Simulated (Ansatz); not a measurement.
`CC(F)(F)Cl` at its PBE0-D4/def2-TZVP geometry, where that method's forces vanish. The species carries charge 0 and has multiplicity 1.

```xyz
8

C     0.2659    0.6808    0.3708
C    -0.2007   -0.6056   -0.2402
F     0.7979   -1.5018   -0.2976
F    -1.1797   -1.1601    0.4931
Cl   -0.8213   -0.3720   -1.8934
H     1.0685    1.1034   -0.2309
H     0.6318    0.4701    1.3771
H    -0.5624    1.3852    0.4211
```

(1) What forces (eV/Å) does ωB97M-V/def2-TZVPP give on these atoms in Ansatz? (Best estimate.)

## Answers

(1) The calculation gave: 
```
C1   0.069  0.156  0.106
C2  -0.020  0.197 -0.135
F3   0.186 -0.159 -0.010
F4  -0.180 -0.096  0.136
Cl5 -0.017 -0.004 -0.041
H6  -0.063 -0.040  0.038
H7  -0.032  0.009 -0.084
H8   0.057 -0.061 -0.010
```
